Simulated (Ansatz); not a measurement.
Reaction (hydrogenolysis of a C–F bond): `CC(F)Cl` + H₂ → `CCCl` + H–F

Isolated molecules relaxed with PBE0-D4/def2-TZVP in Ansatz; ΔE leaves out vibrations. CCSD(T)/CBS adds triple-zeta CCSD(T) − MP2 to the extrapolated MP2 energy (def2 sets, frozen cores). This one scheme is used for every species. Functionals use def2-TZVPP.

```json
{"level": "PBE0-D4", "ΔE (kJ/mol)": "-84.9"}
{"level": "BLYP", "ΔE (kJ/mol)": "-75.3"}
```

**Question.** What does CCSD(T)/CBS give? (An estimate is asked.)

**Answer.** Computed: -92.3 kJ/mol. The listed levels differ from it by 7.4, 17.0 kJ/mol.

Largest T1 diagnostic among the species: 0.010.

From r2SCAN to r2SCAN0 (25 % exact exchange), in def2-TZVPP and without D4, ΔE moves by −9.1 kJ/mol. Leaving LDA and LC-ωPBE aside and taking each functional with its dispersion term where it has one, the values, not all of them listed here, spread over 19.0 kJ/mol, from PBE-QIDH to BLYP-D4. LDA lies +6.3 kJ/mol from PBE without D4.
